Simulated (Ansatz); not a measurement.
Compare A (`C=C/C(F)=C\F`) with its isomer B (`CC#CC(F)F`).

Calculated with Ansatz (gas phase, PBE0-D4/def2-TZVP geometries, no zero-point term in ΔE). CBS: MP2 limit from def2 TZ/QZ plus the TZ coupled-cluster correction, frozen cores. Functionals use def2-TZVPP. B3LYP here is the variant with VWN-RPA as its local correlation; programs differ in this. One conformer a species, not always the lowest.

**Question.** Which isomer does CCSD(T)/CBS put lower? Give the gap. (Best estimate.)

**Answer.** The calculation gave: A, by 4.9 kcal/mol.

**Question.** Give E(B) − E(A) in kcal/mol with HF/def2-TZVPP, PBE-D4, PBE0-D4, B3LYP-D4, CCSD/def2-TZVPP, CCSD(T)/def2-TZVPP, ωB97M-V. (Estimate.)

**Answer.** Computed: HF/def2-TZVPP 2.8, PBE-D4 8.4, PBE0-D4 7.1, B3LYP-D4 7.6, CCSD/def2-TZVPP 3.8, CCSD(T)/def2-TZVPP 4.6, ωB97M-V 5.2. None reverses the order clearly.

**Question.** Does the order hold for the free energy at 298.15 K (harmonic terms from PBE0-D4)? (Estimate.)

**Answer.** The calculation gave: Yes: G(B) − G(A) = +2.9 kcal/mol, for one conformer each. Modes under 60 cm⁻¹, often nearly free rotors, make the harmonic entropy too high.

Largest T1 diagnostic: 0.012.

From BLYP to BHLYP (50 % exact exchange), in def2-TZVPP and without D4, E(B) − E(A) moves by −1.8 kcal/mol. Leaving LDA and LC-ωPBE aside and taking each functional with its dispersion term where it has one, the values, not all of them listed here, spread over 5.3 kcal/mol, from PBE-QIDH to revPBE-D4. LDA lies +1.6 kcal/mol from PBE without D4.
